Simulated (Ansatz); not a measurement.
Results of PBE0 (plane waves, PAW; Ansatz, a quantum-chemistry and plane-wave program) for zinc-blende MgS (metastable phase).

Settings: plane-wave cutoff 460 eV, 8×8×8 k mesh, Fermi–Dirac smearing 0.01 eV, scalar-relativistic PAW data made under PBE.

Response to compression and expansion:

| V (Å³/atom) | P (GPa) | direct gap at Γ (eV) |
|---|---|---|
| 21.547 | 3.38 | 5.490 |
| 22.114 | 1.58 | 5.346 |
| 22.656 | 0.06 | 5.214 |
| 23.248 | -1.41 | 5.075 |
| 23.815 | -2.64 | 4.948 |

A straight line through the gaps at Γ against ln V gives a volume deformation potential dE_g(Γ)/d ln V of -5.4 eV: the gap at Γ widens under compression.

Measured, for comparison: band gap 4.78 ± 0.1 eV (temperature not stated, extrapolated in composition from an alloy gap of 4.19 eV, direct; extrapolated from a Zn0.2Mg0.8S0.645Se0.355 epilayer; as tabulated in Lucero et al. (2012), arXiv:1111.4515).
